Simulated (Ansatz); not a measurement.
Density of states of SiO2 (I-42d, a = 4.925 Å, b = 4.925 Å, c = 7.287 Å, α = 90.00°, β = 90.00°, γ = 90.00°), in states per eV and primitive cell, averaged over bins of 0.4 eV. Computed with DFT LDA, scalar-relativistic, plane waves, PAW (Ansatz).

Settings: cutoff 420 eV, Γ-centred mesh 8×8×8 on the computed 6-atom cell, Gaussian smearing of 0.02 eV; no spin polarisation.

The cell is relaxed at this level. The states (both spins) are summed by tetrahedra on a 12×12×12 mesh at the self-consistent density. Energies are bin centres; the table starts no lower than −8 eV and ends at 6 eV, or lower where the solved bands end.

The gap is 5.76 eV at this level, with the zero inside it.

```csv
E − E_F (eV),total,O 2p,Si 3p,O 2s,Si 3s
-7.85,7.07,5.56,1.40,0.03,0.01
-7.45,0.00,0.00,0.00,0.00,0.00
-7.05,0.00,0.00,0.00,0.00,0.00
-6.65,0.00,0.00,0.00,0.00,0.00
-6.25,0.00,0.00,0.00,0.00,0.00
-5.85,3.21,2.60,0.39,0.15,0.00
-5.45,5.44,4.73,0.40,0.19,0.01
-5.05,6.26,5.71,0.28,0.12,0.01
-4.65,5.07,4.63,0.23,0.10,0.01
-4.25,4.36,4.08,0.14,0.04,0.00
-3.85,4.56,4.30,0.09,0.08,0.01
-3.45,4.30,4.12,0.06,0.05,0.01
-3.05,6.80,6.61,0.06,0.05,0.01
-2.65,0.00,0.00,0.00,0.00,0.00
-2.25,0.00,0.00,0.00,0.00,0.00
-1.85,0.00,0.00,0.00,0.00,0.00
-1.45,0.00,0.00,0.00,0.00,0.00
-1.05,0.00,0.00,0.00,0.00,0.00
-0.65,0.00,0.00,0.00,0.00,0.00
-0.25,0.00,0.00,0.00,0.00,0.00
0.15,0.00,0.00,0.00,0.00,0.00
0.55,0.00,0.00,0.00,0.00,0.00
0.95,0.00,0.00,0.00,0.00,0.00
1.35,0.00,0.00,0.00,0.00,0.00
1.75,0.00,0.00,0.00,0.00,0.00
2.15,0.00,0.00,0.00,0.00,0.00
2.55,0.00,0.00,0.00,0.00,0.00
2.95,0.05,0.00,0.00,0.01,0.02
3.35,0.19,0.01,0.03,0.04,0.08
3.75,0.31,0.02,0.06,0.06,0.10
4.15,0.44,0.03,0.12,0.08,0.12
4.55,0.58,0.04,0.18,0.11,0.14
4.95,0.77,0.06,0.26,0.14,0.17
5.35,1.06,0.08,0.38,0.19,0.23
5.75,1.12,0.10,0.48,0.18,0.17
```

The columns after the total are the Löwdin projections on the occupied valence shells of the potentials. The rest of the total lies in shells that are empty in the free atom, which aren't projected, and between the atoms.

This form isn't the usual stable structure of the compound.